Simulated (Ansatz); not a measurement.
# AlClO+ (quartet): from Hartree-Fock to the top rungs, cc-pVDZ

An exercise on one series of results from a longer session: the logs are not shown, and one member is left open.

Program: Ansatz 0.2.0, Gaussian basis. Level of theory: cc-pVDZ, core rule «outside noble gas», up to 11 orbitals frozen. These are calculated values, not measurements.

Plan: UHF; CCSD(T) on UHF; BCCD(T) on ROHF; CISD; CCSDT(Q) on UHF.

36 further runs of the same task are left out: 11 for a known fault of the program, 12 that didn't finish, 13 set aside as unsound or not needed.

### The system

The geometry is a PBE0/def2-TZVP stationary point (not a proven minimum) of the parent state, kept for this charge and spin.

3 atoms, charge 1, spin multiplicity 4.

Atoms are counted from 1 here; the program's logs count them from 0.

Bond lengths: Al1–O2 1.750 Å, Al1–Cl3 2.102 Å. Angles: O2–Al1–Cl3 112.3°.

As a file:

```xyz
3
charge 1, multiplicity 4
Al    0.00000   -0.61807    0.62553
O     0.00000    0.62258    1.86021
Cl    0.00000    0.18942   -1.31554
```

Set-up of the first run:

The input, in.yaml:

```yaml
crystal:
  periodic: [false, false, false]
  atoms:
    - {symbol: Al, position_ang: [0.000000, -0.618067, 0.625527]}
    - {symbol: O, position_ang: [0.000000, 0.622582, 1.860209]}
    - {symbol: Cl, position_ang: [0.000000, 0.189419, -1.315542]}
basis:
  gaussian: {orbitals: cc-pVDZ}
total_charge: 1
magnetization: {spin_polarized: true, initial_magnetization: 3}
hamiltonian: {xc: hf}
output: {orbitals: {seedname: orbitals}}
```

Started as:

```console
$ ansatz run in.yaml --threads 1 --pin off --events-out ev --progress --plain --max-ram 2393MiB
```

Steps of the session up to this table: UHF; CCSD(T) on UHF; BCCD(T) on ROHF; CISD; CCSDT(Q) on UHF.

One table of the session follows, with a row left open; its other results are not shown here.

```
   method  from UCCSDT(Q) (kcal/mol)
      UHF                    +199.14
     UMP2                     +33.25
    UCCSD                     +11.43
 UCCSD(T)                      +5.72
  BCCD(T)                          ?
   UCCSDT                      +3.22
UCCSDT(Q)                          0
```

**Question.** Estimate the row for BCCD(T).

The run gave: from UCCSDT(Q) (kcal/mol): +5.77. In the column «from UCCSDT(Q) (kcal/mol)» it lies between UCCSD(T) (+5.72) and UCCSD (+11.43).

Not comparable, so not listed: CISD (they don't share determinant, frozen orbitals or solution with the rows shown, or repeat one).

The program flags BCCD(T) as in doubt (see the logs), so those rows may rest on another solution; read them beside their warnings.

To keep in mind: The report flags that the cluster equations may have other roots. The program flags BCCD(T) as in doubt, so those rows may rest on another solution; read them beside their warnings.
